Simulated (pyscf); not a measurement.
Single points on ωB97X-D3(BJ)/def2-SVP structures (PySCF, gas phase).

Q: Cl–C(Cl)(Cl)–Cl (SMILES ClC(Cl)(Cl)Cl) + Cl• (SMILES [Cl]) -> Cl–Cl (SMILES ClCl) + Cl–C•(Cl)–Cl (SMILES Cl[C](Cl)Cl)
Surface: doublet. Broken: C–Cl. Formed: Cl–Cl. Give ΔE‡ and ΔE from ωB97M-D3(BJ)/def2-TZVP, relative to the separated reactants.

A: ΔE‡ = 15.8 kcal/mol, ΔE = +9.8 kcal/mol. Zero-point energy shifts the barrier by -0.7 kcal/mol. It is an atom transfer, with an imaginary mode of 434i cm⁻¹. One saddle was located; it need not be the lowest between these sides. The angle at the transferred Cl is 172°. Left out: the spin-orbit lowering of Cl.
